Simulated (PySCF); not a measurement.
C3H6O

C3H6O is a carbene (divalent C1, bonded to 1 C + 1 O), neutral, triplet. The structure, one conformer, was relaxed in the gas phase by PBE0-D3(BJ)/def2-SVP. No frequency run checks that it is a minimum.

This triplet is an excited state: in a carbene with lone-pair donors on the centre (O) the singlet is known to lie well below it (the gap isn't computed here), so the molecule in its ground state shows no EPR spectrum.

SMILES: C[C]OC

```xyz
10

C    -0.474    0.052   -0.828
C    -1.690    0.014    0.011
O     0.632   -0.644   -0.608
C     1.700    0.016    0.051
H    -2.089   -1.016    0.099
H    -2.476    0.642   -0.431
H    -1.506    0.385    1.039
H     2.519   -0.708    0.146
H     2.045    0.885   -0.532
H     1.397    0.358    1.056
```
Atom numbers follow the order of the file, from 1.

EPR values by unrestricted B3LYP, IGLO-III on C O, pcH-1 on H.

Predict g and the largest hyperfine couplings. Where does the spin sit?

g = 2.0020, 2.0025, 2.0030. The zero-field splitting dominates the spectrum: D = 0.69 cm⁻¹, |E| = 0.068 cm⁻¹ (spin-spin and spin-orbit parts, DFT, rough). The spin sits on C1 (88 %, bonded to 1 C + 1 O) by Mulliken populations.
| atom | isotope | isotropic (MHz) | dipolar, principal values (MHz) |
| --- | --- | --- | --- |
| C1 | 13C | 298.3 | -70.6, 12.6, 58.0 |
| H7 | 1H | 69.4 | -5.6, -3.1, 8.7 |
| H5 | 1H | 67.9 | -5.7, -3.2, 8.9 |
| O3 | 17O | -47.5 | -27.4, 7.3, 20.0 |
| C4 | 13C | 46.8 | -3.6, -3.1, 6.7 |
| C2 | 13C | 41.1 | -6.1, -5.6, 11.7 |

How do the isotropic couplings move with BHandHLYP?

C1 298.3 to 331.2 MHz, H7 69.4 to 69.7 MHz, H5 67.9 to 67.7 MHz, O3 -47.5 to -48.2 MHz.

The 2 runs behind this took 82 s in all, one thread each of Arm Neoverse N1 on a shared host, launched as `OMP_NUM_THREADS=1 python cluster_run.py task.json out`.
